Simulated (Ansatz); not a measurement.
# ClFH4Si: the cost of one run

All numbers below are computed with Ansatz 0.2.0 (RKS PBE0-D4/def2-SVP).

## Step 1: The structure to begin with

Bond lengths: Si1–Cl2 2.480 Å, Si1–H3 1.460 Å, Si1–H4 1.459 Å, Si1–H5 1.459 Å, Si1–F6 1.890 Å, Cl2–H7 1.559 Å. Angles: Si1–Cl2–H7 60.2°, Cl2–Si1–H3 109.5°, Cl2–Si1–H4 109.5°, Cl2–Si1–H5 109.5°, Cl2–Si1–F6 71.6°, H3–Si1–H4 109.5°, H3–Si1–H5 109.5°, H3–Si1–F6 178.9°, H4–Si1–H5 109.5°, H4–Si1–F6 70.0°, H5–Si1–F6 70.0°.

Structure file:

```xyz
7

Si    0.0000    0.0000    0.0000
Cl    0.0000    0.0000    2.4800
H     1.3768    0.0000   -0.4862
H    -0.6877    1.1914   -0.4862
H    -0.6877   -1.1914   -0.4862
F    -1.7936    0.0000    0.5960
H    -1.3527    0.0000    1.7054
```

## Step 2: Pulling towards end A

Springs on the bonds that form and break draw the guess towards this end; the thresholds are loose.

input.yaml

```yaml
crystal:
  periodic: [false, false, false]
  atoms:
    - { symbol: Si, position_ang: [0.0, 0.0, 0.0] }
    - { symbol: Cl, position_ang: [0.0, 0.0, 2.48] }
    - { symbol: H, position_ang: [1.3768, 0.0, -0.4862] }
    - { symbol: H, position_ang: [-0.6877, 1.1914, -0.4862] }
    - { symbol: H, position_ang: [-0.6877, -1.1914, -0.4862] }
    - { symbol: F, position_ang: [-1.7936, 0.0, 0.596] }
    - { symbol: H, position_ang: [-1.3527, 0.0, 1.7054] }
basis:
  gaussian: { orbitals: def2-SVP }
hamiltonian:
  xc: pbe0
  dispersion: d4
relax:
  f_tol: 0.15
  max_steps: 25
  restrain:
    - { distance: [0, 5], at: 2.79, k: 30.0 }
    - { distance: [6, 1], at: 2.57, k: 30.0 }
    - { distance: [0, 1], at: 2.13, k: 30.0 }
    - { distance: [6, 5], at: 0.92, k: 30.0 }
```

On the command line:

```sh
> ansatz run input.yaml --threads 1 --pin off --max-ram 2048MiB --backend cpu --events-out ev --progress --plain --runs-dir out
```

What time and memory should one allow on 1 thread of Arm Neoverse V2, shared host?

About 19 s, with a peak of 0.14 GiB.
